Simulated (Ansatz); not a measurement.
A made-up structure of CH2ClSi (charge -1), closed shell:

Si1  (-0.444, 0.795, -1.264)
C2  (0.357, -0.173, 0.257)
Cl3  (2.333, -0.403, 0.498)
H4  (-2.057, 0.507, -0.685)
H5  (-0.188, -0.726, 1.194)
(Å)

It is relaxed with PBE-D4/def2-SVPD and then PBE0-D4/def2-TZVPD (Ansatz 0.2.0). Atoms count as bonded within 1.22 times the sum of their covalent radii (H–H: 0.88 Å). The end point is not checked to be a true minimum.

Question: Does its bonding change? (Judge from chemistry; the calculation decides.)

Answer: Computed: Yes. Formed: Si1–H4; broken: none.

Where it ends: The first stage lowers the energy by 0.83 eV in 6 steps. It ends as CH₂ClSi ([SiH][CH][Cl]), total charge -1:
```xyz
5
angstrom
Si -0.3967 0.7098 -1.1283
C 0.3186 -0.1542 0.2293
Cl 2.0826 -0.3602 0.4444
H -1.8365 0.4527 -0.6116
H -0.1680 -0.6480 1.0663
```

Labels in which every atom is bracketed show which atoms are joined, not bond orders.

For scale, one of the runs: PBE0-D4/def2-TZVPD relaxation, 144 basis functions, launched by `ansatz run in.yaml --threads 2 --pin off --events-out ev --progress --plain --max-ram 4352MiB`. The run took about 9.5 s on 2 CPU threads of an Intel Xeon 6975P-C (shared host).
